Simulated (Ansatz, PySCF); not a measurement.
This Ansatz (a first-principles code) input computes a CCSD(T)/cc-pVDZ energy:

Ansatz 0.2 input:
```yaml
crystal:
  periodic: [false, false, false]
  atoms:
    - {symbol: O, position_ang: [-0.01015087, 1.07558797, -0.21689088]}
    - {symbol: O, position_ang: [0.00927284, 0.00110539, 0.42846783]}
    - {symbol: O, position_ang: [0.00087803, -1.07669336, -0.21157695]}
basis:
  gaussian:
    orbitals: cc-pVDZ
magnetization: {spin_polarized: false}
correlation: {method: ccsd_t, electrons: outside_noble_gas}
```

Write an input for the same energy in PySCF and say what it gives.


```python
from pyscf import gto, scf, mp, cc as ccmod

mol = gto.M(
    atom='''
    O    -0.01015087    1.07558797   -0.21689088
    O     0.00927284    0.00110539    0.42846783
    O     0.00087803   -1.07669336   -0.21157695
    ''',
    basis='cc-pvdz',
    charge=0,
    spin=0,
    verbose=4,
)

mf = scf.RHF(mol)
mf.conv_tol = 1e-10
mf.max_cycle = 100
mf.kernel()
mp2 = mp.MP2(mf, frozen=3).run()
cc = ccmod.CCSD(mf, frozen=3)
cc.max_cycle = 100
cc.kernel()
et = cc.ccsd_t()
print(f'E(CCSD(T)) = {cc.e_tot + et:.9f}')
```
It gives -224.90794 Eh, and Ansatz -224.90794 Eh, a difference of 0.00 mEh.
